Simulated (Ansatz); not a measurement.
Write a Python script for Ansatz 0.2.0, Python API that makes a rigid scan of one bond length of C3H6N, SMILES C=CC[NH]. Use (for the species named): Hartree-Fock, def2-SVP basis, multiplicity 2.

```xyz
10

C     0.2258    1.6202    0.0851
C     0.4671    0.3887    0.3655
C    -0.4421   -0.7706    0.0274
N     0.4678   -1.6805   -0.7445
H    -0.7418    1.9049   -0.4585
H     0.8677    2.4765    0.3189
H     1.4362    0.1582    0.8646
H    -0.7103   -1.2143    0.9698
H    -1.3010   -0.4365   -0.4618
H    -0.1864   -2.4977   -0.9636
```

The script, `scan.py`:
```python
import ansatz as az
import numpy as np

GEOMETRY = """
C     0.22580    1.62020    0.08510
C     0.46710    0.38870    0.36550
C    -0.44210   -0.77060    0.02740
N     0.46780   -1.68050   -0.74450
H    -0.74180    1.90490   -0.45850
H     0.86770    2.47650    0.31890
H     1.43620    0.15820    0.86460
H    -0.71030   -1.21430    0.96980
H    -1.30100   -0.43650   -0.46180
H    -0.18640   -2.49770   -0.96360
"""


def main() -> None:
    molecule = az.Crystal.molecule()
    for line in GEOMETRY.strip().splitlines():
        symbol, *xyz = line.split()
        molecule = molecule.atom(symbol, [float(v) for v in xyz])

    symbols = [site.symbol for site in molecule.cartesian_sites]
    start = np.array([site.position_ang for site in molecule.cartesian_sites])
    axis = (start[6] - start[1]) / np.linalg.norm(start[6] - start[1])
    moving = [6]
    lengths, energies = [0.95, 1.03, 1.11, 1.23, 1.39, 1.67, 2.01, 2.45], []
    for length in lengths:
        xyz = start.copy()
        xyz[moving] += (length - np.linalg.norm(start[6] - start[1])) * axis
        point = az.Crystal.molecule()
        for symbol, place in zip(symbols, xyz):
            point = point.atom(symbol, place.tolist())
        model = (
            point.calculation()
            .basis(gaussian="def2-SVP")
            .functional("hf")
            .spin("collinear", total=1)
        )
        rep = model.run(threads=1).report
        energies.append(rep["free_energy_ev"])
        print(f"r = {length:6.3f} A  E = {energies[-1]:.5f} eV  <S^2> = {abs(rep['mean_field']['state']['spin_squared']):.3f}")

    print("energy above the lowest point (eV):", [round(e - min(energies), 3) for e in energies])


if __name__ == "__main__":
    main()
```

```console
$ python scan.py
r =  0.950 A  E = -4661.62091 eV  <S^2> = 0.763
r =  1.030 A  E = -4662.00838 eV  <S^2> = 0.763
r =  1.110 A  E = -4662.06272 eV  <S^2> = 0.763
r =  1.230 A  E = -4661.77013 eV  <S^2> = 0.763
r =  1.390 A  E = -4661.03149 eV  <S^2> = 0.764
r =  1.670 A  E = -4659.51029 eV  <S^2> = 0.953
r =  2.010 A  E = -4658.55436 eV  <S^2> = 1.583
r =  2.450 A  E = -4658.22381 eV  <S^2> = 1.835
energy above the lowest point (eV): [0.442, 0.054, 0.0, 0.293, 1.031, 2.552, 3.508, 3.839]
```

Caveats:
- Total energies depend on the basis set; only differences at equal settings carry meaning.
- The rest of the molecule is held rigid at a force-field or estimated start geometry, and the basis set is modest; single-reference methods fail as a bond breaks.
- The species is open-shell (spin multiplicity 2).
- The expectation value of S² is noticeably off S(S+1) in at least one run, so that state is spin-contaminated.
- Hartree-Fock leaves correlation out, so bond, atomisation and ionisation energies come out well too low.
- Hardware and time: 35 s on 1 thread of Intel(R) Xeon(R) Platinum 8375C CPU @ 2.90GHz (Ice Lake), with other jobs on the host, peak memory 0.25 GiB.

(Lines on the test bed's own set-up are left out of the output.)
